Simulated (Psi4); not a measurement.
Psi4 input (wB97X-D/6-311+G**):

```
memory 1500 MB

molecule {
0 2
C    -0.00304735    0.42791482   -0.00613070
C     1.20001360   -0.09023937    0.00044276
F    -1.17652991   -0.15679382    0.00308106
H     1.34031919   -1.16762619    0.01578439
H     2.06665249    0.55271791   -0.00938634
symmetry c1
no_reorient
no_com
}

set {
  basis 6-311+G**
  reference uks
  scf_type pk
  dft_radial_points 99
  dft_spherical_points 590
  e_convergence 1e-8
  d_convergence 1e-7
  maxiter 150
}

e = energy('wb97x-d')
print_out(f'\nFINAL {e:.10f} DIPOLE {variable("CURRENT DIPOLE")[0]:.6f} {variable("CURRENT DIPOLE")[1]:.6f} {variable("CURRENT DIPOLE")[2]:.6f}\n')
```

Output:

```
   => Loading Basis Set <=

    Name: 6-311+G**
    Role: ORBITAL
    Keyword: BASIS
    atoms 1-2 entry C          line   129 file 6-311pgss.gbs
    atoms 3   entry F          line   192 file 6-311pgss.gbs
    atoms 4-5 entry H          line    42 file 6-311pgss.gbs

   => WB97X-D: Empirical Dispersion <=

    Chai and Head-Gordon Dispersion Correction
    Chai, J.-D.; Head-Gordon, M. (2010), J. Chem. Phys., 132: 6615-6620

        s6 =       1.000000

         ---------------------------------------------------------
                                   SCF
               by Justin Turney, Rob Parrish, Andy Simmonett
                          and Daniel G. A. Smith
                              UKS Reference
         ---------------------------------------------------------

  ==> Geometry <==

    Molecular point group: c1
    Full point group: C1

    Geometry (in Angstrom), charge = 0, multiplicity = 2:

       Center              X                  Y                   Z               Mass
    ------------   -----------------  -----------------  -----------------  -----------------
         C           -0.003047350000     0.427914820000    -0.006130700000    12.000000000000
         C            1.200013600000    -0.090239370000     0.000442760000    12.000000000000
         F           -1.176529910000    -0.156793820000     0.003081060000    18.998403162730
         H            1.340319190000    -1.167626190000     0.015784390000     1.007825032230
         H            2.066652490000     0.552717910000    -0.009386340000     1.007825032230

  Running in c1 symmetry.

  Rotational constants: A =      3.85204  B =      0.33876  C =      0.31138 [cm^-1]
  Rotational constants: A = 115481.26948  B =  10155.87800  C =   9334.92767 [MHz]
  Nuclear repulsion =   60.748837360225295

  Charge       = 0
  Multiplicity = 2
  Electrons    = 23
  Nalpha       = 12
  Nbeta        = 11

  ==> Algorithm <==

  SCF Algorithm Type is PK.
  DIIS enabled.
  MOM disabled.
  Fractional occupation disabled.
  Guess Type is SAD.
  Energy threshold   = 1.00e-08
  Density threshold  = 1.00e-07
  Integral threshold = 1.00e-12

  ==> Primary Basis <==

  Basis Set: 6-311+G**
    Blend: 6-311+G**
    Number of shells: 38
    Number of basis functions: 78
    Number of Cartesian functions: 81
    Spherical Harmonics?: true
    Max angular momentum: 2

  ==> DFT Potential <==

   => LibXC <=

    Version 7.1.2
    S. Lehtola, C. Steigemann, M. J. T. Oliveira, and M. A. L. Marques,  SoftwareX 7, 1–5 (2018) (10.1016/j.softx.2017.11.002)

   => Composite Functional: WB97X-D <=

    wB97X-D Hyb-GGA Exchange-Correlation Functional

    J.-D. Chai and M. Head-Gordon,  Phys. Chem. Chem. Phys. 10, 6615–6620 (2008) (10.1039/B810189B)

    Deriv               =              1
    GGA                 =           TRUE
    Meta                =          FALSE

    Exchange Hybrid     =           TRUE
    MP2 Hybrid          =          FALSE

   => Exchange-Correlation Functionals <=

    1.0000   wB97X-D range-separated functional

   => Exact (HF) Exchange <=

    0.7780            HF,LR [omega = 0.2000]
    0.2220               HF

   => LibXC Density Thresholds  <==

    XC_HYB_GGA_XC_WB97X_D:  1.00E-14

   => Molecular Quadrature <=

    Radial Scheme          =       TREUTLER
    Pruning Scheme         =           NONE
    Nuclear Scheme         =       TREUTLER

    Blocking Scheme        =         OCTREE
    BS radius alpha        =              1
    Pruning alpha          =              1
    Radial Points          =             99
    Spherical Points       =            590
    Total Points           =         283526
    Total Blocks           =           2147
    Max Points             =            256
    Max Functions          =             78
    Weights Tolerance      =       1.00E-15

  ==> Integral Setup <==

  Using in-core PK algorithm.
   Calculation information:
      Number of atoms:                   5
      Number of AO shells:              38
      Number of primitives:             69
      Number of atomic orbitals:        81
      Number of basis functions:        78

      Integral cutoff                 1.00e-12
      Number of threads:                 1

  Performing in-core PK
  Using 14243463 doubles for integral storage.
  We computed 264489 shell quartets total.
  Whereas there are 274911 unique shell quartets.

  Computing range-separated integrals for PK
  We computed 264489 wK shell quartets total.
  Whereas there are 274911 wK unique shell quartets.

  ==> DiskJK: Disk-Based J/K Matrices <==

    J tasked:                  Yes
    K tasked:                  Yes
    wK tasked:                 Yes
    Omega:               2.000E-01
    Schwarz Cutoff:          1E-12


  Cached 100.0% of DFT collocation blocks in 0.541 [GiB].

  Minimum eigenvalue in the overlap matrix is 1.2944857739E-04.
  Reciprocal condition number of the overlap matrix is 1.8832173071E-05.
    Using symmetric orthogonalization.

  ==> Pre-Iterations <==

  SCF Guess: Superposition of Atomic Densities via on-the-fly atomic UHF (no occupation information).

   -------------------------
    Irrep   Nso     Nmo
   -------------------------
     A         78      78
   -------------------------
    Total      78      78
   -------------------------

  ==> Iterations <==

                        Total Energy        Delta E     RMS |[F,P]|

   @UKS iter SAD:  -176.48561167966017   -1.76486e+02   0.00000e+00
   @UKS iter   1:  -176.99143411271490   -5.05822e-01   6.93492e-03 ADIIS/DIIS
   @UKS iter   2:  -177.03701028777306   -4.55762e-02   5.61104e-03 ADIIS/DIIS
   @UKS iter   3:  -177.12951146477769   -9.25012e-02   1.04910e-03 ADIIS/DIIS
   @UKS iter   4:  -177.13266282940873   -3.15136e-03   2.79350e-04 ADIIS/DIIS
   @UKS iter   5:  -177.13301143389546   -3.48604e-04   1.22974e-04 ADIIS/DIIS
   @UKS iter   6:  -177.13309150371379   -8.00698e-05   6.32057e-05 DIIS
   @UKS iter   7:  -177.13314060603759   -4.91023e-05   3.06214e-05 DIIS
   @UKS iter   8:  -177.13317039243105   -2.97864e-05   1.47657e-05 DIIS
   @UKS iter   9:  -177.13317854815534   -8.15572e-06   4.79856e-06 DIIS
   @UKS iter  10:  -177.13317923798789   -6.89833e-07   9.39825e-07 DIIS
   @UKS iter  11:  -177.13317924882145   -1.08336e-08   2.50407e-07 DIIS
   @UKS iter  12:  -177.13317924935808   -5.36630e-10   6.52298e-08 DIIS
  Energy and wave function converged.

  ==> Post-Iterations <==

   Electrons on quadrature grid:
      Nalpha   =   12.0000000962 ; deviation = 9.620e-08
      Nbeta    =   11.0000000978 ; deviation = 9.784e-08
      Ntotal   =   23.0000001940 ; deviation = 1.940e-07

   @Spin Contamination Metric:   1.311414093E-02
   @S^2 Expected:                7.500000000E-01
   @S^2 Observed:                7.631141409E-01
   @S   Expected:                5.000000000E-01
   @S   Observed:                5.000000000E-01

    Orbital Energies [Eh]
    ---------------------

    Alpha Occupied:

       1A    -24.865259     2A    -10.405304     3A    -10.300516
       4A     -1.384252     5A     -0.892004     6A     -0.724895
       7A     -0.616559     8A     -0.600951     9A     -0.597494
      10A     -0.524447    11A     -0.370363    12A     -0.358949

    Alpha Virtual:

      13A      0.065316    14A      0.076108    15A      0.089458
      16A      0.102381    17A      0.119922    18A      0.128940
      19A      0.147523    20A      0.167379    21A      0.202174
      22A      0.219229    23A      0.231335    24A      0.326417
      25A      0.339955    26A      0.354235    27A      0.381316
      28A      0.407523    29A      0.462817    30A      0.549893
      31A      0.582642    32A      0.598553    33A      0.633541
      34A      0.658616    35A      0.665919    36A      0.748167
      37A      0.762019    38A      0.867961    39A      0.955319
      40A      1.093223    41A      1.197203    42A      1.322407
      43A      1.327007    44A      1.389466    45A      1.461330
      46A      1.488109    47A      1.512035    48A      1.600542
      49A      1.720519    50A      1.743148    51A      1.772653
      52A      1.936872    53A      2.070960    54A      2.087753
      55A      2.092823    56A      2.208471    57A      2.298227
      58A      2.582967    59A      2.663280    60A      2.719414
      61A      2.752797    62A      2.794416    63A      2.956013
      64A      3.046364    65A      3.349891    66A      3.764874
      67A      3.823600    68A      3.833215    69A      3.892852
      70A      4.080244    71A      4.176241    72A      4.866673
      73A      6.361936    74A      6.395374    75A      6.750190
      76A     23.674463    77A     24.398350    78A     66.853118

    Beta Occupied:

       1A    -24.861013     2A    -10.391102     3A    -10.300485
       4A     -1.372203     5A     -0.874913     6A     -0.708824
       7A     -0.592156     8A     -0.588049     9A     -0.577268
      10A     -0.516249    11A     -0.361566

    Beta Virtual:

      12A     -0.036829    13A      0.080963    14A      0.083886
      15A      0.098801    16A      0.107331    17A      0.123027
      18A      0.150381    19A      0.151667    20A      0.175464
      21A      0.210554    22A      0.221335    23A      0.245574
      24A      0.334602    25A      0.345366    26A      0.356321
      27A      0.384968    28A      0.411787    29A      0.471689
      30A      0.558421    31A      0.586390    32A      0.603290
      33A      0.668866    34A      0.671231    35A      0.672720
      36A      0.749060    37A      0.764532    38A      0.887107
      39A      0.969298    40A      1.095975    41A      1.212598
      42A      1.338110    43A      1.355270    44A      1.404891
      45A      1.473039    46A      1.505942    47A      1.517175
      48A      1.620015    49A      1.733793    50A      1.753730
      51A      1.791189    52A      1.942845    53A      2.089840
      54A      2.090443    55A      2.105449    56A      2.229474
      57A      2.310968    58A      2.586204    59A      2.668352
      60A      2.732113    61A      2.767983    62A      2.819767
      63A      2.959750    64A      3.087050    65A      3.372853
      66A      3.774260    67A      3.823254    68A      3.843073
      69A      3.900959    70A      4.087325    71A      4.191789
      72A      4.875358    73A      6.366375    74A      6.409144
      75A      6.757074    76A     23.690172    77A     24.407329
      78A     66.856335

    Final Occupation by Irrep:
              A
    DOCC [    11 ]
    SOCC [     1 ]
    NA   [    12 ]
    NB   [    11 ]

  @UKS Final Energy:  -177.13317924935808

   => Energetics <=

    Nuclear Repulsion Energy =             60.7488373602252949
    One-Electron Energy =                -362.5501648089607443
    Two-Electron Energy =                 139.9743793874515632
    DFT Exchange-Correlation Energy =     -15.3057039096891305
    Empirical Dispersion Energy =          -0.0005272783850821
    VV10 Nonlocal Energy =                  0.0000000000000000
    Total Energy =                       -177.1331792493580792

  UHF NO Occupations:
  HONO-2 :   10  A 1.9993356
  HONO-1 :   11  A 1.9944609
  HONO-0 :   12  A 1.0000000
  LUNO+0 :   13  A 0.0055391
  LUNO+1 :   14  A 0.0006644
  LUNO+2 :   15  A 0.0001608
  LUNO+3 :   16  A 0.0000994

Computation Completed

Properties will be evaluated at   0.000000,   0.000000,   0.000000 [a0]

Properties computed using the SCF density matrix

 Multipole Moments:

 ------------------------------------------------------------------------------------
     Multipole            Electronic (a.u.)      Nuclear  (a.u.)        Total (a.u.)
 ------------------------------------------------------------------------------------

 L = 1.  Multiply by 2.5417464519 to convert [e a0] to [Debye]
 Dipole X            :          0.4518718           -0.0000000            0.4518718
 Dipole Y            :         -0.1129306            0.0000001           -0.1129305
 Dipole Z            :          0.0012983           -0.0000001            0.0012982
 Magnitude           :                                                    0.4657715

 ------------------------------------------------------------------------------------

FINAL -177.1331792494 DIPOLE 0.451872 -0.112931 0.001298

*** Psi4 exiting successfully. Buy a developer a beer!
```

The geometry given is a B3LYP-D3(BJ)/def2-TZVP minimum.
